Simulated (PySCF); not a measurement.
# Converging ClF⁺ in the basis (PBE0)

PySCF, UKS reference; doublet, unpaired electrons π ↑; De to Cl⁺ + F without counterpoise correction.

```tsv
basis	relativity	functions	Re (Å)	ωe (cm⁻¹)	De (eV)	μ (D)
STO-3G	no relativity	14	1.677	956	3.99	0.19
def2-SVPD	no relativity	50	1.554	958	2.72	-1.84
def2-TZVP	no relativity	68	1.524	984	3.11	-1.71
def2-TZVPPD	no relativity	91	1.525	983	3.11	-1.68
```

Problem. How does each smaller set differ from the one with most functions, def2-TZVPPD?

Solution. STO-3G: +15.2 pm, -2.7 % in ωe, +0.88 eV in De; def2-SVPD: +2.9 pm, -2.5 % in ωe, -0.39 eV in De; def2-TZVP: -0.1 pm, +0.1 % in ωe, +0.00 eV in De. All at PBE0; the set with most functions is neither the basis-set limit nor always the best.

A positive dipole points towards F; it is taken about the centre of mass and depends on that origin. For an ion De counts to the pair picked by the measured ionisation energies or electron affinities, which need not be the lowest pair at this level. STO-3G is very small, so such numbers show the basis as much as the molecule. The state is the lowest determinant that a PBE0 search found; another state may lie lower at other levels.
